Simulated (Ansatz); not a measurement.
Breaking a bond: LiH, singlet.

- RKS-PBE = Ansatz (a program for electronic structure) with restricted PBE/aug-cc-pVQZ
- UKS-PBE = Ansatz with unrestricted PBE/aug-cc-pVQZ
- RKS-PBE0 = restricted PBE0/aug-cc-pVQZ in Ansatz
- FCI = full CI/aug-cc-pVQZ, frozen core in Ansatz

Energies relative to the lowest point of each curve near equilibrium, in kJ/mol; the last columns give the error against full CI:

```csv
R / Å,RKS-PBE,UKS-PBE,RKS-PBE0,FCI,RKS-PBE − FCI,UKS-PBE − FCI,RKS-PBE0 − FCI
1.22,71.8,71.8,71.4,75.1,-3.3,-3.3,-3.7
1.26,54.5,54.5,54.0,57.1,-2.6,-2.6,-3.1
1.35,26.3,26.3,25.8,27.8,-1.5,-1.5,-2.0
1.45,8.5,8.5,8.1,9.2,-0.7,-0.7,-1.1
1.51,2.9,2.9,2.6,3.3,-0.3,-0.3,-0.6
1.53,1.8,1.8,1.5,2.0,-0.2,-0.2,-0.5
1.60,0.0,0.0,0.0,0.0,0.0,0.0,0.0
1.67,1.2,1.2,1.5,1.0,0.2,0.2,0.5
1.69,2.0,2.0,2.4,1.8,0.2,0.2,0.6
1.73,4.1,4.1,4.7,3.9,0.3,0.3,0.8
1.86,14.7,14.7,16.1,14.4,0.4,0.4,1.7
1.99,29.3,29.3,31.5,28.9,0.4,0.4,2.6
2.13,47.3,47.3,50.6,47.0,0.2,0.2,3.6
2.44,89.7,89.7,96.0,89.8,-0.2,-0.2,6.2
2.61,112.2,112.2,120.5,112.6,-0.4,-0.4,7.9
2.91,148.8,147.6,160.8,149.1,-0.3,-1.5,11.7
3.21,180.1,173.4,196.1,179.2,0.8,-5.9,16.8
3.53,207.6,192.4,228.0,203.4,4.1,-11.1,24.6
3.94,235.1,208.2,261.0,222.9,12.2,-14.7,38.2
4.32,254.2,217.1,284.9,232.1,22.2,-14.9,52.9
4.79,271.5,223.4,307.4,237.1,34.4,-13.7,70.3
5.50,288.0,224.9,330.4,239.5,48.5,-14.6,90.9
6.39,299.1,225.0,347.6,240.1,59.0,-15.2,107.5
```

RKS-PBE is furthest from FCI at 6.39 (59.0 kJ/mol, above); its mean absolute error over the points is 8.4 kJ/mol.

UKS-PBE is furthest from FCI at 6.39 (-15.2 kJ/mol, below); its mean absolute error over the points is 4.4 kJ/mol.

RKS-PBE0 is furthest from FCI at 6.39 (107.5 kJ/mol, above); its mean absolute error over the points is 19.5 kJ/mol.

The restricted form behind RKS-PBE, RKS-PBE0 keeps the bonding electrons paired and can't separate into open-shell fragments. The unrestricted determinant behind UKS-PBE is spin-contaminated at 2.91 to 6.39 Å (<S²> up to 1.0, against 0.00 for a pure singlet).
